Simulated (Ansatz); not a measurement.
# NH₃+ (doublet): correlated methods under varied settings at a displaced geometry (v1)

What do other methods and options give for NH₃+ (doublet) at this geometry, and how long do they take?

Program: Ansatz 0.2.0, Gaussian basis. Level of theory: the settings change from run to run. These are calculated values, not measurements.

8 further runs of the same task are left out: 2 that didn't finish, 6 set aside as unsound or not needed.

## (1) The geometry

The geometry is a PBE0/def2-TZVP stationary point (not a proven minimum) with its atoms shifted at random (size 0.040 Å).

4 atoms, charge 1, spin multiplicity 2.

Atoms are counted from 1 here; the program's logs count them from 0.

Bond lengths: N1–H2 1.023 Å, N1–H3 1.041 Å, N1–H4 1.069 Å. Angles: H2–N1–H3 117.4°, H2–N1–H4 121.2°, H3–N1–H4 121.2°.

## (2) CISD/6-31G

File in.yaml:

```yaml
crystal:
  periodic: [false, false, false]
  atoms:
    - {symbol: N, position_ang: [0.000553, -0.000437, 0.005260]}
    - {symbol: H, position_ang: [1.023741, -0.002824, -0.005963]}
    - {symbol: H, position_ang: [-0.476239, 0.922677, -0.051268]}
    - {symbol: H, position_ang: [-0.555191, -0.913784, -0.015871]}
basis:
  gaussian: {orbitals: 6-31G}
total_charge: 1
magnetization: {spin_polarized: false, initial_magnetization: 1}
correlation: {active_space: {ras: {orbitals: [3, 1, 10], electrons: 7, max_holes: 2, max_particles: 2}, fixed_orbitals: true}}
scf: {lower_state_search: off}
```

Run with:

```console
ansatz run in.yaml --threads 1 --pin off --events-out ev --progress --plain --max-ram 2176MiB
```

Output:

```text
Functional definition: HF
  name "HF"
  cite "Fock, Z. Phys. 61, 126 (1930) doi:10.1007/BF01340294"
  parent pbe
  exchange = exact_x
  correlation = 0
these checks for a lower state are left out or cut short: stability, starts, cluster_reference, orbital_swaps, neighbouring_geometries, increment
228 factors; integrals over basis functions are off by at most 3.2e-4 eV
mean field evaluation 1: about -1518.2900 eV, gradient 2.7e1 eV
mean field evaluation 2: about -1518.2891 eV, gradient 2.7e1 eV
mean field evaluation 4: about -1519.8095 eV, gradient 1.2e0 eV
mean field evaluation 8: about -1519.8137 eV, gradient 2.0e-4 eV
mean field -1519.81369945 eV, -55.8521232879 hartree, gradient 2.3e-6 eV, S^2 0.750000; 0 other end points of the search recorded, 0 dependent functions left out
reference -1519.81369945 eV, -55.8521232879 hartree; 5, 4 occupied and 10, 11 virtual orbitals, 228 factors
state -1522.67078664 eV, -55.9571193056 hartree
Total energy: -1522.67078664 eV, -55.9571193056 hartree
Checks for a lower state left out: stability, starts, cluster_reference, orbital_swaps, neighbouring_geometries, increment
```

Run time: 0.15 s. Hardware: 1 thread of AMD EPYC 9R45, shared host.

From the report: 2,534 determinants.

## (3) MRCISD+Q(3,2)/6-31G

Edit in.yaml of step 2 so:

```diff
@@ -11,3 +11,2 @@
 magnetization: {spin_polarized: false, initial_magnetization: 1}
-correlation: {active_space: {ras: {orbitals: [3, 1, 10], electrons: 7, max_holes: 2, max_particles: 2}, fixed_orbitals: true}}
-scf: {lower_state_search: off}
+correlation: {method: fic_mrcisd_q, electrons: valence, active_space: {window: {electrons: 3, orbitals: 2}, states: [{multiplicity: 2, weights: [0.5, 0.5]}]}}
```

Launched as before.

Output, shortened:

```text
Functional definition: HF
  name "HF"
  cite "Fock, Z. Phys. 61, 126 (1930) doi:10.1007/BF01340294"
  parent pbe
[...]
338 factors; integrals over basis functions are off by at most 1.9e-7 eV
[...]
mean field -1519.81360158 eV, -55.8521196916 hartree, gradient 2.3e-6 eV, S^2 0.750000; 0 other end points of the search recorded, 0 dependent functions left out
reference -1519.81360158 eV, -55.8521196916 hartree; 5, 4 occupied and 10, 11 virtual orbitals, 338 factors
state -1519.75854828 eV, -55.8500965199 hartree
state -1512.59767715 eV, -55.5869393596 hartree
contracted CI cycle   1: correlation 0.00000000 eV, 0.0000000000 hartree, residual 1.49e1 eV
contracted CI cycle   2: correlation -2.77911599 eV, -0.1021306289 hartree, residual 2.44e0 eV
contracted CI cycle   3: correlation -2.89480056 eV, -0.1063819585 hartree, residual 5.50e-1 eV
[...]
state -1519.75854828 eV, -55.8500965199 hartree; corrected -1522.78975213 eV, -55.9614912067 hartree
contracted CI cycle   1: correlation 0.00000000 eV, 0.0000000000 hartree, residual 1.44e1 eV
contracted CI cycle   2: correlation -2.66519229 eV, -0.0979440103 hartree, residual 2.16e0 eV
contracted CI cycle   3: correlation -2.75388608 eV, -0.1012034466 hartree, residual 4.47e-1 eV
contracted CI cycle   4: correlation -2.75788302 eV, -0.1013503316 hartree, residual 1.15e-1 eV
contracted CI cycle   5: correlation -2.75820774 eV, -0.1013622648 hartree, residual 3.72e-2 eV
contracted CI cycle   6: correlation -2.75823555 eV, -0.1013632867 hartree, residual 9.01e-3 eV
contracted CI cycle   7: correlation -2.75823706 eV, -0.1013633425 hartree, residual 2.27e-3 eV
contracted CI cycle   8: correlation -2.75823718 eV, -0.1013633466 hartree, residual 7.50e-4 eV
state -1512.59767715 eV, -55.5869393596 hartree; corrected -1515.47600271 eV, -55.6927158731 hartree
Total energy: -1519.13287742 eV, -55.8271035399 hartree
```

Wall time 0.18 s (1 thread of AMD EPYC 9R45, shared host).

From the report: 2 determinants; active occupations (of the averaged states) 1.50, 1.50.

## (4) CASCI(1,2)/6-31G

File in.yaml:

```yaml
crystal:
  periodic: [false, false, false]
  atoms:
    - {symbol: N, position_ang: [0.000553, -0.000437, 0.005260]}
    - {symbol: H, position_ang: [1.023741, -0.002824, -0.005963]}
    - {symbol: H, position_ang: [-0.476239, 0.922677, -0.051268]}
    - {symbol: H, position_ang: [-0.555191, -0.913784, -0.015871]}
basis:
  gaussian: {orbitals: 6-31G, fitting: {mean_field: def2-universal-jkfit}}
total_charge: 1
magnetization: {spin_polarized: false, initial_magnetization: 1}
correlation: {active_space: {window: {electrons: 1, orbitals: 2}, fixed_orbitals: true}}
scf: {lower_state_search: full}
```

Launched as before.

Output:

```text
Functional definition: HF
  name "HF"
  cite "Fock, Z. Phys. 61, 126 (1930) doi:10.1007/BF01340294"
  parent pbe
  exchange = exact_x
  correlation = 0
131 factors; integrals over basis functions are off by at most 3.2e-2 eV
mean field evaluation 1: about -1518.2867 eV, gradient 2.7e1 eV
mean field evaluation 2: about -1519.5437 eV, gradient 1.0e1 eV
mean field evaluation 4: about -1519.8136 eV, gradient 9.4e-2 eV
mean field evaluation 8: about -1459.4487 eV, gradient 4.9e1 eV
mean field evaluation 16: about -1519.8136 eV, gradient 6.2e-6 eV
mean field -1519.81364994 eV, -55.8521214686 hartree, gradient 1.9e-6 eV, S^2 0.750000; 3 other end points of the search recorded, 0 dependent functions left out
reference -1519.81364994 eV, -55.8521214686 hartree; 5, 4 occupied and 10, 11 virtual orbitals, 131 factors
state -1519.81364994 eV, -55.8521214686 hartree
Total energy: -1519.81364994 eV, -55.8521214686 hartree
```

It took 0.09 s on 1 thread of AMD EPYC 9R45, shared host.

From the report: 2 determinants; active occupations 1.00, 0.00. With so small a space the active step adds no correlation: the energy is the mean field's.

## (5) CCSD on ROHF/6-31G

Edit in.yaml of step 4 so:

```diff
@@ -8,6 +8,7 @@
 basis:
-  gaussian: {orbitals: 6-31G, fitting: {mean_field: def2-universal-jkfit}}
+  gaussian: {orbitals: 6-31G}
 total_charge: 1
 magnetization: {spin_polarized: false, initial_magnetization: 1}
-correlation: {active_space: {window: {electrons: 1, orbitals: 2}, fixed_orbitals: true}}
+hamiltonian: {pseudopotentials: {relativity: scalar}}
+correlation: {method: ccsd, electrons: outside_noble_gas, diis_vectors: 1}
 scf: {lower_state_search: full}
```

Same command.

Output, shortened:

```text
Functional definition: HF
  name "HF"
  cite "Fock, Z. Phys. 61, 126 (1930) doi:10.1007/BF01340294"
  parent pbe
[...]
228 factors; integrals over basis functions are off by at most 3.2e-4 eV
[...]
mean field -1520.55984452 eV, -55.8795436136 hartree, gradient 2.3e-6 eV, S^2 0.750000; 3 other end points of the search recorded, 0 dependent functions left out
1 core orbitals not correlated: weight in the atoms' cores, before any rotation towards them, 1.000 or more for the frozen orbitals, at most 0.000 for the correlated occupied ones
reference -1520.55984452 eV, -55.8795436136 hartree; 4, 3 occupied and 10, 11 virtual orbitals, 228 factors
second order -2.42554876 eV of doubles, -0.04086493 eV of singles
cycle   1  -2.78003720 eV  change   -3.1e-1 eV  update   3.8e-2
[...]
cycle  12  -2.94814849 eV  change   -1.4e-6 eV  update   4.2e-6
Total energy: -1523.50799301 eV, -55.9878860724 hartree
Relativity: scalar
```

It took 0.12 s on 1 thread of AMD EPYC 9R45, shared host.

From the report: correlation -2.9481 eV; T1 0.015; largest double amplitude 0.04.

## (6) CCSD(T)/6-31G

Edit in.yaml of step 5 so:

```diff
@@ -11,4 +11,3 @@
 magnetization: {spin_polarized: false, initial_magnetization: 1}
-hamiltonian: {pseudopotentials: {relativity: scalar}}
-correlation: {method: ccsd, electrons: outside_noble_gas, diis_vectors: 1}
-scf: {lower_state_search: full}
+hamiltonian: {xc: {name: PBE}}
+correlation: {method: ccsd_t, electrons: outside_noble_gas}
```

Same command.

Output, shortened:

```text
Functional definition: PBE
  name "PBE"
  cite "Perdew, Burke & Ernzerhof, Phys. Rev. Lett. 77, 3865 (1996) doi:10.1103/PhysRevLett.77.3865"
  parent pbe
[...]
228 factors; integrals over basis functions are off by at most 3.2e-4 eV
[...]
mean field -1526.54259741 eV, -56.0994057270 hartree, gradient 6.3e-7 eV, S^2 0.750000; 0 other end points of the search recorded, 0 dependent functions left out
[...]
1 core orbitals not correlated: weight in the atoms' cores, before any rotation towards them, 1.000 or more for the frozen orbitals, at most 0.000 for the correlated occupied ones
reference -1519.75820847 eV, -55.8500840320 hartree; 4, 3 occupied and 10, 11 virtual orbitals, 228 factors
second order -2.45133138 eV of doubles, -0.07377657 eV of singles
cycle   1  -2.82787740 eV  change   -3.0e-1 eV  update   3.6e-2
[...]
cycle   8  -2.98624901 eV  change   -2.0e-6 eV  update   6.9e-6
perturbative correction -0.02396206 eV, -0.0008805895 hartree
Total energy: -1522.76841953 eV, -55.9607072484 hartree
```

It took 0.24 s on 1 thread of AMD EPYC 9R45, shared host.

From the report: correlation -3.0102 eV; T1 0.015; largest double amplitude 0.04. The orbitals are Kohn-Sham ones, so correlation energy and T1 don't compare with those on Hartree-Fock orbitals.

## (7) CCSDT(Q) on ROHF/6-31G

Edit in.yaml of step 6 so:

```diff
@@ -8,6 +8,6 @@
 basis:
-  gaussian: {orbitals: 6-31G}
+  gaussian: {orbitals: 6-31G, point_charges: [{charge: -0.50, position_ang: [5.709, 0.328, 0.019]}]}
 total_charge: 1
 magnetization: {spin_polarized: false, initial_magnetization: 1}
-hamiltonian: {xc: {name: PBE}}
-correlation: {method: ccsd_t, electrons: outside_noble_gas}
+correlation: {method: ccsdt_q, electrons: all}
+output: {forces: true}
```

Launched as before.

Output, shortened:

```text
Functional definition: HF
  name "HF"
  cite "Fock, Z. Phys. 61, 126 (1930) doi:10.1007/BF01340294"
  parent pbe
[...]
338 factors; integrals over basis functions are off by at most 1.9e-7 eV
[...]
mean field -1521.09213990 eV, -55.8991051080 hartree, gradient 2.2e-6 eV, S^2 0.750000; 0 other end points of the search recorded, 0 dependent functions left out
[...]
reference -1521.09213990 eV, -55.8991051080 hartree; 5, 4 occupied and 10, 11 virtual orbitals, 338 factors
second order -2.45525009 eV of doubles, -0.04123681 eV of singles
cycle   1  -2.80764809 eV  change   -3.1e-1 eV  update   4.0e-2
[...]
cycle  11  -3.00377447 eV  change    7.5e-8 eV  update   9.0e-7
perturbative correction -0.00465561 eV, -0.0001710904 hartree
[...]
Total energy: -1524.10056998 eV, -56.0096628742 hartree
Atom 0 at     0.000553    -0.000437     0.005260 Å, force    -1.058551    -0.585645    -0.292906 eV/Å
Atom 1 at     1.023741    -0.002824    -0.005963 Å, force     0.445265    -0.214719     0.087474 eV/Å
Atom 2 at    -0.476239     0.922677    -0.051268 Å, force     0.033017    -0.497975     0.104897 eV/Å
Atom 3 at    -0.555191    -0.913784    -0.015871 Å, force     0.811953     1.311822     0.102263 eV/Å
Dipole moment:     0.010326    -0.001004    -0.023555 e Å
```

Wall time 6 s (1 thread of AMD EPYC 9R45, shared host).

From the report: correlation -3.0084 eV; T1 0.013; largest double amplitude 0.04.

## (8) All runs side by side

Where basis and cores are those of an earlier FCI/6-31G run (-1522.7950 eV), and the state is the same kind, the miss against it is given.

```tsv
level	correlated	functions	energy (eV)	from FCI (meV)	time
CISD/6-31G	outside noble gas	15	-1522.6708	124.2	0.15 s
MRCISD+Q(3,2)/6-31G (mean of several states)	valence	15	-1519.1329		0.18 s
CASCI(1,2)/6-31G		15	-1519.8136	2981.4	0.09 s
CCSD on ROHF/6-31G (relativity set)	outside noble gas	15	-1523.5080		0.12 s
CCSD(T)/6-31G (on PBE orbitals)	outside noble gas	15	-1522.7684	26.6	0.24 s
CCSDT(Q) on ROHF/6-31G (beside a point charge)	all	15	-1524.1006		6 s
```

## (9) Outcome

| quantity | value |
| --- | --- |
| runs | 6 |
| quickest | CASCI(1,2)/6-31G, 0.09 s |
| slowest | CCSDT(Q) on ROHF/6-31G (beside a point charge), 6 s |

What this shows: Total energies in different bases, with other cores or another treatment of relativity can't be set against each other. CCSDT(Q) on ROHF/6-31G (beside a point charge) took 67 times as long as CASCI(1,2)/6-31G; the jobs differ in more than the method. Among the correlated runs with a miss given, it spans +27 to +124 meV. Hartree-Fock, CASSCF and CASCI lack dynamic correlation by design. Cores frozen from Kohn-Sham orbitals shift the total energy.
